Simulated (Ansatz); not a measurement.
bcc W, treated with PBE in Ansatz (PAW).

Settings: plane-wave cutoff 500 eV, 32×32×32 k mesh, Fermi–Dirac smearing 0.1 eV, no spin polarisation, scalar-relativistic PAW data made under PBE.

Computed at the level's own relaxed cell.

Q: Give the computed equilibrium volume per atom and lattice parameter a.

A: 
* **equilibrium volume per atom**: 16.14 Å³/atom
* **lattice parameter a**: 3.184 Å

Measured, for comparison: equilibrium volume per atom 15.78 Å³/atom, lattice constant a 3.16 Å (static lattice: zero-point anharmonic expansion removed; as tabulated in Mejia-Rodriguez and Trickey (2018), arXiv:1807.09216). Computed (rounded) less measured: equilibrium volume per atom +2.3 %, lattice constant a +0.8 %.

Spin–orbit coupling is not included.

Static lattice: no zero-point or thermal effects.

Computing time: about 70 core-seconds (a rough figure).

Ansatz is a first-principles code.
